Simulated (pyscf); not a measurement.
A first-order saddle from PySCF, ωB97X-D3(BJ)/def2-SVP:

```
Si
O 1 1.6453
H 2 0.9620 1 116.95
O 1 1.6541 2 112.73 3 47.75
H 4 0.9627 1 116.94 2 76.45
O 1 1.6608 2 102.95 3 171.93
H 6 1.1897 1 116.77 2 152.48
O 7 1.1339 6 141.48 1 14.66
H 8 0.9771 7 101.20 6 -60.87
O 1 1.6643 2 112.69 3 -69.76
H 10 0.9643 1 113.62 2 119.04
```
Charge 0, spin multiplicity 2.

Surface: doublet, charge 0. Lowest wavenumbers (cm⁻¹): 1698i, 58, 101, 146, 164.

### Question
Name the species on either side of this saddle.

### Answer
HO–Si(OH)(OH)–OH + OH• ⇌ •O–Si(OH)(OH)–OH + H₂O, a hydrogen abstraction read from left to right: H–O broken and H–O formed. At ωB97M-D3(BJ)/def2-TZVP it lies +35.8 kJ/mol from the left side and +20.5 kJ/mol from the right (each side as separated species at their lowest minima found). On the reactant side the descent ends in a complex (not fully relaxed), 29.0 kJ/mol under the separated species and 63.6 kJ/mol under the saddle at ωB97X-D3(BJ)/def2-TZVP. On the product side the descent ends in a complex, 31.4 kJ/mol under the separated species and 50.3 kJ/mol under the saddle at ωB97X-D3(BJ)/def2-TZVP. This is the saddle that the search found; another between the same sides may lie lower. The angle at the transferred H is 141°. Left out: the spin-orbit lowering of OH.
